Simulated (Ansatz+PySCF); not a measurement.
The numbers below are computed, except where a source is named.
## Several solutions for singlet H₂O

```
atom   x (Å)    y (Å)    z (Å)
   O  0.0000   0.0000  -0.1795
   H  0.0000   1.1313   0.7180
   H  0.0000  -1.1313   0.7180
```

Basis set: cc-pVDZ (spherical functions). Charge 0, multiplicity 1.

CASSCF(2,2) was run from several starts with Ansatz (development build ahead of 0.2.0) and PySCF 2.14.0. The starts are those of the Hartree–Fock orbitals from which the active space was taken at the frontier.

| run | program | start | converged | energy (hartree) | <S²> |
| --- | --- | --- | --- | --- | --- |
| A | PySCF | program defaults | yes | -75.84806 | 0.00 |
| B | Ansatz | atomic start, no search | yes | -75.86873 | 0.00 |
| C | Ansatz | search for the lowest state | yes | -75.86873 | 0.00 |
| D | Ansatz | stability test followed | yes | -75.86873 | 0.00 |

Task: Which runs reached the lowest solution of this kind, and what is wrong with the others?

Result: B, C, D reached the lowest solution found. Converged but too high: A by 0.56 eV. Convergence only shows a stationary point; in CASSCF the end hangs on which orbitals enter the active space. Caution: other starts end on other solutions of this active space.
